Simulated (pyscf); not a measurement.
PySCF, gas phase, ωB97X-D3(BJ)/def2-SVP geometries.

Estimate the classical barrier height and the reaction energy of H₂S + H₂ + GeH₂ [singlet] → H₂S + GeH₄ at B3LYP-D3(BJ)/def2-TZVP. The step runs on the singlet surface, breaks H–S, H–H and forms H–S, Ge–H, Ge–H; take the separated reactants as zero.

ΔE‡ = 15.0 kcal/mol, ΔE = -42.0 kcal/mol. ωB97M-D3(BJ)/def2-TZVP gives 21.9 kcal/mol and -43.1 kcal/mol. Zero-point energy shifts the barrier by +4.1 kcal/mol. It is a multi-bond step, with an imaginary mode of 1608i cm⁻¹. On the reactant side the descent ends in a bound adduct (not fully relaxed), 9.3 kcal/mol under the separated species and 28.1 kcal/mol under the saddle at ωB97X-D3(BJ)/def2-TZVP. At ωB97X-D3(BJ)/def2-TZVP the barrier from the zero used here is 18.9 kcal/mol. This is the saddle that the search found; another between the same sides may lie lower. Elements up to Kr have no core potential and no relativistic terms here.
